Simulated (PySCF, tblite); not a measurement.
# beryllium hydride and dimethyl sulfide

A gas-phase complex of beryllium hydride and dimethyl sulfide; neutral, singlet. The structure comes from a short search (6 tight-binding starts) and was relaxed by PBE0-D3(BJ)/def2-SVPD; another way of binding may lie lower. No frequency run checks that it is a minimum.

```csv
part,name,SMILES,atoms,charge,multiplicity
1,beryllium hydride,[BeH2],1–3,0,1
2,dimethyl sulfide,CSC,4–12,0,1
```

Coordinates in Å:
```
Be1    -0.631   -0.110    0.214
H2     -0.329   -0.047    1.541
H3     -0.410    0.461   -1.003
C4     -3.091   -1.667    1.417
S5     -2.065   -1.734   -0.064
C6     -3.194   -1.103   -1.320
H7     -2.443   -1.944    2.257
H8     -3.923   -2.378    1.334
H9     -3.468   -0.649    1.582
H10    -3.570   -0.111   -1.041
H11    -2.612   -1.014   -2.245
H12    -4.026   -1.804   -1.467
```

Contacts between parts, classed by geometry: Be1···S5 2.184 Å (bond).

The parts are joined by the bond Be1–S5, so these are energies of forming such bonds; deforming the relaxed parts to their shape in the adduct costs 6.9 kcal/mol, which the interaction energies leave out.

Interaction energies are complex less parts, with the parts frozen as they stand in it; counterpoise-corrected, in kcal/mol (PySCF).

Q: How strongly do the parts interact, level by level?

A: 
```tsv
level	interaction	superposition error removed
wB97M-D3(BJ)/def2-TZVPD	-22.85	-0.21
PBE0-D3(BJ)/def2-TZVPD	-25.26	-0.22
```

Q: What holds them together? Decompose the wB97M-D3(BJ)/def2-TZVPD energy: frozen parts, their antisymmetrised product, then relaxation.

A: electrostatic -38.6, Pauli repulsion +47.6, orbital relaxation -29.7, dispersion correction -2.3 kcal/mol, which sum to the value before the counterpoise correction; the Pauli term holds the exchange-correlation of the frozen density too. Of the attraction, 55 % is electrostatic, 42 % is orbital relaxation, 3 % is dispersion correction.

The parts were also relaxed and run alone, at the levels used for the complex: shieldings by PBE0/pcSseg-2; core levels by delta-SCF with SCAN, pcX-2 on the ionised atom and pcseg-1 elsewhere, spin-free X2C (2p3/2 is the spin-free 2p value less a third of a first-order spin-orbit splitting).

Values alone: shielding of Be1 (ppm): 77.9; shielding of S5 (ppm): 577.0; Be1 1s core level (eV): 121.80; C4 1s core level (eV): 291.27; S5 2p3/2 core level (eV): 169.16.

Q: What does binding change?

A: 
```
                property   alone  in the complex  change
  shielding of Be1 (ppm)    77.9            83.4    +5.5
   shielding of S5 (ppm)   577.0           544.3   -32.7
  Be1 1s core level (eV)  121.80          118.67   -3.13
   C4 1s core level (eV)  291.27          291.98   +0.70
S5 2p3/2 core level (eV)  169.16          170.54   +1.38
```
